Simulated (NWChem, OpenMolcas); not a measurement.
# How methods differ on SiCl2 (SMILES Cl[Si]Cl)

SiCl2 has 3 atoms, charge 0, and is taken as a singlet. As SMILES, `Cl[Si]Cl`. The shape is that of a GFN2-xTB optimisation.

```xyz
3

Si    0.0051   -0.0069   -0.8693
Cl    1.5816   -0.0189    0.4441
Cl   -1.5868    0.0259    0.4253
```

Quantity: the energy change with the Si1–Cl3 bond stretched from 2.052 to 2.565 Å, in eV. The values are calculated.

```csv
level,kind,program,value (eV)
HF/STO-3G (restricted),Hartree–Fock,OpenMolcas,1.25
SVWN5/STO-3G (restricted),LDA,OpenMolcas,0.99
PBE/STO-3G (restricted),GGA,OpenMolcas,0.81
r2SCAN/STO-3G (restricted),meta-GGA,OpenMolcas,0.88
ACM/def2-SVPD (restricted),density functional,NWChem,0.73
B3LYP/STO-3G (restricted),global hybrid,OpenMolcas,0.88
M06-2X/STO-3G (restricted),hybrid meta-GGA,OpenMolcas,1.11
PBE0/STO-3G (restricted),global hybrid,OpenMolcas,1.02
B2PLYP/STO-3G (restricted),double hybrid,OpenMolcas,0.97
MP2/STO-3G (restricted),perturbation theory,OpenMolcas,1.08
```

The first shape isn't each level's own minimum. The values span 0.73 to 1.25 eV.
